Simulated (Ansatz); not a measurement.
## C3H5Cl: a line through the functionals

C3H5Cl has 9 atoms, charge 0, and is taken as a singlet. As SMILES, `C/C=C/Cl`. The coordinates come from a PBE0-D4/def2-TZVP relaxation.

The electronic atomisation energy y, in eV, basis cc-pVDZ; a is the functional's share of exact exchange. Programs: Ansatz 0.2.0.

| functional | program | a | y (eV) |
| --- | --- | --- | --- |
| r2SCAN | Ansatz | 0 | 36.08 |
| revPBE | Ansatz | 0 | 35.58 |
| B3LYP | Ansatz | 0.2 | 35.63 |
| PBE0 | Ansatz | 0.25 | ? |
| r2SCAN0 | Ansatz | 0.25 | 35.59 |
| BHLYP | Ansatz | 0.5 | 34.69 |

Fit y = c + s·a to the known rows and predict PBE0.


1. Means of the 5 rows: a = 0.1900, y = 35.514.
2. Σ(Δa)² = 0.172, Σ(Δa·Δy) = -0.3698, so the slope is -0.3698/0.172 = -2.15.
3. Intercept: 35.514 − (-2.15) × 0.1900 = 35.922. The largest residual of the fit is 0.34.
4. PBE0: 35.922 + (-2.15) × 0.25 = 35.38 eV.

The run gave 36.20 eV, so the prediction is off by -0.82 eV, more than the scatter of the fit. The rows mix families of semi-local functionals, which the line can't see.
